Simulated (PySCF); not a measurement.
Species: C4H5ClO.
Atom-mapped SMILES: `[O:1]=[C:2]([Cl:3])[CH:4]1[CH2:5][CH2:6]1` (hydrogens: H7 on C4; H8, H9 on C5; H10, H11 on C6)

Method: PySCF 2.14.0, PBE0-D3(BJ)/def2-SVP geometry optimisation, gas phase; density fitting, grid level 1; the optimiser is geomeTRIC in internal coordinates, started from a GFN2-xTB structure.

Step 0: E = -18779.1237 eV
```
atom  x, y, z in Å  |  force x, y, z in eV/Å
O1      2.2426   -0.4877    0.1413   -0.250   0.068   0.100
C2      1.5856    0.2791   -0.4836    0.549  -0.391   0.156
Cl3     2.2512    0.9489   -1.9925    0.215   0.205  -0.473
C4      0.2473    0.7670   -0.1639   -0.367   0.268  -0.105
C5     -0.1708    2.1836   -0.4950   -0.109  -0.424  -0.123
C6     -0.7627    1.0568   -1.2532    0.240   0.228   0.312
H7     -0.1193    0.3371    0.7607   -0.106  -0.137   0.287
H8      0.5557    2.8079   -0.9911    0.366   0.223  -0.265
H9     -0.7694    2.6951    0.2424   -0.298   0.163   0.395
H10    -1.7824    0.7647   -1.0560   -0.459  -0.147   0.178
H11    -0.4428    0.9043   -2.2717    0.219  -0.056  -0.462
```

Step 1: E = -18779.1555 eV
```
atom  x, y, z in Å  |  force x, y, z in eV/Å
O1      2.2291   -0.4842    0.1661    0.053  -0.011  -0.032
C2      1.5976    0.2748   -0.4851   -0.015   0.040  -0.013
Cl3     2.2908    0.9419   -2.0224   -0.046  -0.034   0.079
C4      0.2440    0.7711   -0.1721   -0.015  -0.030   0.032
C5     -0.1787    2.1861   -0.4947    0.033   0.088   0.029
C6     -0.7706    1.0619   -1.2537   -0.057  -0.046  -0.069
H7     -0.1179    0.3307    0.7613    0.012   0.015  -0.025
H8      0.5599    2.8120   -1.0017   -0.020  -0.011   0.003
H9     -0.7776    2.6929    0.2670    0.018  -0.021  -0.022
H10    -1.7991    0.7568   -1.0415    0.038   0.000  -0.002
H11    -0.4425    0.9129   -2.2856   -0.001   0.010   0.021
```

Problem. Estimate the geometry and energy of step 2. (The exact step hangs on the optimiser's Hessian estimate; all steps are aligned on step 1, rigid shifts and turns removed.)

Solution. E = -18779.1561 eV, largest force 0.072 eV/Å
```
atom  x, y, z in Å  |  force x, y, z in eV/Å
O1      2.2358   -0.4842    0.1602   -0.023  -0.007   0.047
C2      1.5958    0.2754   -0.4822    0.038   0.004  -0.062
Cl3     2.2824    0.9395   -2.0196   -0.019   0.016   0.000
C4      0.2423    0.7710   -0.1695    0.011  -0.015   0.015
C5     -0.1781    2.1870   -0.4940    0.008   0.015   0.002
C6     -0.7698    1.0620   -1.2545   -0.010  -0.016  -0.018
H7     -0.1208    0.3317    0.7628   -0.006   0.004   0.002
H8      0.5604    2.8114   -1.0019   -0.003  -0.002   0.001
H9     -0.7768    2.6942    0.2662   -0.004  -0.004   0.000
H10    -1.7972    0.7550   -1.0451    0.001   0.002   0.008
H11    -0.4390    0.9140   -2.2850    0.006   0.002   0.005
```

The energy changes by -0.0005 eV. The first-order estimate −F·Δx gives -0.0015 eV and the mean of the old and new forces, exact on a quadratic surface, -0.0005 eV. The step makes an angle of 61° with the force vector and moves no atom by more than 0.009 Å.

What follows is the cost of the whole optimisation. Hardware: one thread, Arm Neoverse V1 (shared host). Cost: 24 s.
